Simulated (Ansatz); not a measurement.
The input, for Ansatz 0.2.0:

```yaml
crystal:
  periodic: [false, false, false]
  atoms:
    - {symbol: Si, position_ang: [0.000000, 0.000000, 0.075579]}
    - {symbol: C, position_ang: [0.000000, 0.000000, -1.650691]}
    - {symbol: H, position_ang: [0.000000, 0.000000, 1.575112]}
basis:
  gaussian: {orbitals: cc-pVDZ}
total_charge: 1
magnetization: {spin_polarized: false, initial_magnetization: 2}
correlation: {method: sc_nevpt2, electrons: outside_noble_gas, active_space: {window: {electrons: 8, orbitals: 9}, shells: [{species: C, l: s, shell: 2}, {species: C, l: p, shell: 2}, {species: H, l: s, shell: 1}, {species: Si, l: s, shell: 3}, {species: Si, l: p, shell: 3}]}}
```

```sh
$ ansatz run in.yaml --threads 1 --pin off --events-out ev --progress --plain --max-ram 4096MiB --backend cpu
```

Output:

```
668 factors; integrals over basis functions are off by at most 1.8e-7 eV
mean field evaluation 1: about -8892.3542 eV, gradient 2.0e1 eV
mean field evaluation 2: about -8892.3568 eV, gradient 2.0e1 eV
mean field evaluation 4: about -8894.0646 eV, gradient 2.3e0 eV
mean field evaluation 8: about -8894.0950 eV, gradient 2.2e-4 eV
mean field evaluation 16: about -8893.5344 eV, gradient 4.8e-4 eV
mean field evaluation 32: about -8893.8555 eV, gradient 1.6e0 eV
mean field -8894.09503015 eV, -326.8519637238 hartree, gradient 7.7e-7 eV, S^2 2.000000; 7 other end points of the search recorded, 0 dependent functions left out
reference -8894.09503015 eV, -326.8519637238 hartree; 11, 9 occupied and 26, 28 virtual orbitals, 668 factors
state -8896.81928485 eV, -326.9520782374 hartree
state -8896.81928485 eV, -326.9520782374 hartree; corrected -8898.95980859 eV, -327.0307410340 hartree
Total energy: -8898.95980859 eV, -327.0307410340 hartree
Checks for a lower state left out: starts, orbital_swaps
```

Natural occupations: 1.9747 1.9647 1.9000 0.9807 0.9807 0.0820 0.0508 0.0508 0.0157.

For the same geometry and basis UCCSDTQ lies 648.9 meV lower.

Ran on 1 thread of AMD EPYC 7R13, shared host: 2.7 s wall, 0.14 GiB peak host memory.
